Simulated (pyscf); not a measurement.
## Four-centre exchange: H₂N–SiH₂–Cl (SMILES N[SiH2]Cl) + HF (SMILES F) → NH₃ (SMILES N) + F–SiH₂–Cl (SMILES F[SiH2]Cl)

Gas phase, singlet surface, charge 0. Bonds broken: N1–Si2, F8–H9. Bonds formed: N1–H9, Si2–F8. Optimised with ωB97X-D3(BJ)/def2-SVP in PySCF.

Transition state (Å):

```xyz
9

N     -0.8634     1.0490    -0.0515
Si    -0.2262    -0.5687     0.6203
Cl     1.8023    -0.7751     0.2907
H     -1.8796     1.1311    -0.1008
H     -0.4683     1.3017    -0.9581
H     -0.8812    -1.0771     1.8448
H     -0.7348    -1.4909    -0.4512
F      0.2717     0.9995     1.8924
H     -0.3091     1.4653     0.9720
```

One imaginary mode, 793i cm⁻¹; descent along it reached the two sides named, in the forms told below.

| bond | change | reactant side (Å) | saddle | product side |
|---|---|---|---|---|
| N1–Si2 | breaks | 1.756 | 1.864 | 2.276 |
| F8–H9 | breaks | 0.946 | 1.184 | 2.7 |
| N1–H9 | forms | 1.760 | 1.236 | 1.021 |
| Si2–F8 | forms | 3.2 | 2.080 | 1.642 |

Electronic energies relative to the separated reactants (eV):

```json
[
 {"level": "ωB97X-D3(BJ)/def2-TZVP", "barrier": "0.45", "reaction energy": "-0.78", "reverse barrier": "1.23"},
 {"level": "PBE/def2-TZVP", "barrier": "0.28", "reaction energy": "-0.81", "reverse barrier": "1.09"},
 {"level": "r²SCAN/def2-TZVP", "barrier": "0.33", "reaction energy": "-0.85", "reverse barrier": "1.18"},
 {"level": "B3LYP-D3(BJ)/def2-TZVP", "barrier": "0.46", "reaction energy": "-0.82", "reverse barrier": "1.29"},
 {"level": "PBE0-D3(BJ)/def2-TZVP", "barrier": "0.38", "reaction energy": "-0.75", "reverse barrier": "1.13"},
 {"level": "M06-2X/def2-TZVP", "barrier": "0.50", "reaction energy": "-0.79", "reverse barrier": "1.29"},
 {"level": "ωB97M-D3(BJ)/def2-TZVP", "barrier": "0.46", "reaction energy": "-0.81", "reverse barrier": "1.26"},
 {"level": "HF/def2-TZVP", "barrier": "1.18", "reaction energy": "-0.90", "reverse barrier": "2.08"}
]
```

With ωB97M-D3(BJ)/def2-TZVP energies and thermal terms (ideal gas, 1 atm, RRHO with modes under 100 cm⁻¹ raised to 100, one conformer, R ln 2 for chiral ones without a mode under 150 cm⁻¹), in eV:

```json
[
 {"T (K)": "298", "ΔH‡": "0.44", "ΔG‡": "0.90", "ΔH": "-0.77", "ΔG": "-0.79"},
 {"T (K)": "600", "ΔH‡": "0.41", "ΔG‡": "1.39", "ΔH": "-0.81", "ΔG": "-0.79"},
 {"T (K)": "900", "ΔH‡": "0.41", "ΔG‡": "1.88", "ΔH": "-0.83", "ΔG": "-0.78"},
 {"T (K)": "1200", "ΔH‡": "0.42", "ΔG‡": "2.37", "ΔH": "-0.86", "ΔG": "-0.75"}
]
```

On the reactant side the descent ends in a complex, 0.30 eV under the separated species and 0.76 eV under the saddle at ωB97X-D3(BJ)/def2-TZVP. On the product side the descent ends in an adduct with a N–Si contact, 0.19 eV under the separated species and 1.42 eV under the saddle at ωB97X-D3(BJ)/def2-TZVP. What is counted as broken (N–Si) persists as a longer contact in the product adduct; parting that adduct is a step of its own. This is the saddle that the search found; another between the same sides may lie lower.
